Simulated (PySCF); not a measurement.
Geometries of 2 isomers of C3H4F2S, from PBE0-D3(BJ)/def2-SVP geometry optimisation, gas phase in PySCF. One conformer each, no zero-point energy, no frequencies.

Problem. Which is lower in electronic energy at this level?
A.
```xyz
10
angstrom
C     -1.461   -0.358   -0.463
C     -0.794    0.717   -0.878
F     -1.422    1.792   -1.348
S      0.954    0.968   -0.911
C      1.464   -0.160    0.390
F      1.433   -1.471    0.017
H     -0.930   -1.257   -0.156
H     -2.552   -0.336   -0.450
H      0.808   -0.020    1.264
H      2.500    0.124    0.636
```
B.
```xyz
10
angstrom
F     -0.208    0.830    1.607
C     -0.001    0.577    0.299
F      0.216    1.763   -0.306
C     -1.137   -0.199   -0.364
S      0.057   -1.409   -1.058
C      1.136   -0.409    0.039
H     -1.827   -0.641    0.368
H     -1.689    0.385   -1.113
H      1.444   -0.943    0.949
H      2.005    0.044   -0.456
```

Solution. B. That is `FC1(F)CSC1`, 20.6 kcal/mol below the other.

```json
{"SMILES": "FC1(F)CSC1", "atoms numbered as above": "[F:1][C:2]1([F:3])[CH2:4][S:5][CH2:6]1", "E (Eh)": "-713.76341", "relative (kcal/mol)": "0.0", "relative (kJ/mol)": "0.0", "dipole (D)": "0.53"}
{"SMILES": "C=C(F)SCF", "atoms numbered as above": "[CH2:1]=[C:2]([F:3])[S:4][CH2:5][F:6]", "E (Eh)": "-713.73065", "relative (kcal/mol)": "20.6", "relative (kJ/mol)": "86.0", "dipole (D)": "1.79"}
```

As drawn, the lower has a four-membered ring and two fluorines on one carbon, which the higher lacks; the higher has a C=C bond outside aromatic rings, which the lower lacks.
